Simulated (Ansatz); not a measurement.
# SiNHO (triplet): the correlation ladder, def2-QZVPP

One table from this session's results is given with a row withheld; the runs are named, their logs left out.

Method: def2-QZVPP, core rule «outside noble gas», up to 7 orbitals frozen; program: Ansatz 0.2.0, Gaussian basis.

Plan: UHF; ROHF; CCSD(T) on UHF.

2 further runs of the same task are left out: 2 set aside as unsound or not needed. Runs told in other sessions of the task aren't counted.

## What is computed

The geometry is a PBE0/def2-TZVP stationary point (not a proven minimum).

4 atoms, charge 0, spin multiplicity 3.

Atoms are counted from 1 here; the program's logs count them from 0.

Bond lengths: O1–N2 1.272 Å, N2–Si3 1.774 Å, N2–H4 1.026 Å. Angles: O1–N2–Si3 124.5°, O1–N2–H4 113.3°, Si3–N2–H4 122.2°.

The first run:

Input file in.yaml:

```yaml
crystal:
  periodic: [false, false, false]
  atoms:
    - {symbol: O, position_ang: [0.000000, -0.337465, 1.530169]}
    - {symbol: N, position_ang: [0.000000, 0.447419, 0.529033]}
    - {symbol: Si, position_ang: [0.000000, -0.082561, -1.163926]}
    - {symbol: H, position_ang: [0.000000, 1.439714, 0.791361]}
basis:
  gaussian: {orbitals: "def2-QZVPP.json"}
magnetization: {spin_polarized: true, initial_magnetization: 2}
hamiltonian: {xc: hf}
output: {orbitals: {seedname: orbitals}}
```

The run is started by

```bash
$ ansatz run in.yaml --threads 1 --pin off --events-out ev --progress --plain --max-ram 2393MiB
```

Steps of the session up to this table: UHF; ROHF; CCSD(T) on UHF.

One table of the session follows, with a row left open; its other results are not shown here.

```
  method  from UCCSD(T) (kcal/mol)
    ROHF                   +365.12
     UHF                   +356.58
    UMP2                         ?
   UCCSD                    +15.62
UCCSD(T)                         0
```

Estimate the missing values for UMP2.

The run gave: from UCCSD(T) (kcal/mol): +30.97. In the column «from UCCSD(T) (kcal/mol)» it lies between UCCSD (+15.62) and UHF (+356.58).
